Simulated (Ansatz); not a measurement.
`COC(F)(F)Cl`, one more setting.

```yaml
crystal:
  periodic: [false, false, false]
  atoms:
    - {symbol: C, position_ang: [0.591610, -1.100694, -0.054624]}
    - {symbol: O, position_ang: [0.151967, -0.007475, 0.756451]}
    - {symbol: C, position_ang: [-0.493587, 0.963857, 0.104753]}
    - {symbol: F, position_ang: [-1.599467, 0.511555, -0.515104]}
    - {symbol: F, position_ang: [0.263411, 1.517833, -0.860569]}
    - {symbol: Cl, position_ang: [-0.952098, 2.209348, 1.260013]}
    - {symbol: H, position_ang: [-0.257973, -1.598928, -0.523645]}
    - {symbol: H, position_ang: [1.088622, -1.783238, 0.629702]}
    - {symbol: H, position_ang: [1.296016, -0.758558, -0.814077]}
basis:
  gaussian: {orbitals: def2-TZVPP, nuclear_model: gaussian}
total_charge: -1
magnetization: {spin_polarized: true, initial_magnetization: 1}
hamiltonian: {xc: {name: PBEsol}, pseudopotentials: {relativity: none}}
output: {forces: true}
```

```sh
$ ansatz run in.yaml --threads 4 --pin off --events-out ev --progress --plain --max-ram 10444MiB
```

Shortened log:

```
Functional definition: PBEsol
1294 factors; their error is unknown
mean field evaluation 1: about -22055.9903 eV, gradient 3.8e1 eV
mean field evaluation 2: about -21993.3761 eV, gradient 1.1e2 eV
mean field evaluation 4: about -22060.8688 eV, gradient 2.1e1 eV
mean field evaluation 8: about -22063.4518 eV, gradient 3.5e0 eV
mean field evaluation 16: about -22063.5223 eV, gradient 3.1e-1 eV
mean field evaluation 32: about -22062.4200 eV, gradient 6.6e0 eV
mean field -22063.52252017 eV, -810.8194974237 hartree, gradient 1.4e-5 eV, S^2 0.750989; 6 other end points of the search recorded, 0 dependent functions left out
reference -22063.52255635 eV, -810.8194987533 hartree; 30, 29 occupied and 209, 210 virtual orbitals, 1294 factors
Total energy: -22063.52255635 eV, -810.8194987533 hartree
Atom 0 at     0.591610    -1.100694    -0.054624 Å, force    -0.044227     0.043910    -0.110217 eV/Å
Atom 1 at     0.151967    -0.007475     0.756451 Å, force    -0.393565     0.750371     0.062274 eV/Å
Atom 2 at    -0.493587     0.963857     0.104753 Å, force     1.486038    -2.917829    -0.485915 eV/Å
Atom 3 at    -1.599467     0.511555    -0.515104 Å, force    -1.183506    -0.346725    -0.691756 eV/Å
Atom 4 at     0.263411     1.517833    -0.860569 Å, force     0.690486     0.665487    -1.039600 eV/Å
Atom 5 at    -0.952098     2.209348     1.260013 Å, force    -1.338541     3.407440     2.707523 eV/Å
Atom 6 at    -0.257973    -1.598928    -0.523645 Å, force    -0.375000    -0.550940    -0.369839 eV/Å
Atom 7 at     1.088622    -1.783238     0.629702 Å, force     0.623980    -0.992684     0.466992 eV/Å
Atom 8 at     1.296016    -0.758558    -0.814077 Å, force     0.534336    -0.059031    -0.539462 eV/Å
Dipole moment:    -0.291574     0.485131    -0.160039 e Å
```

Run time 12 s (4 threads of an Arm Neoverse V1 on a shared host); peak host memory 0.74 GiB.
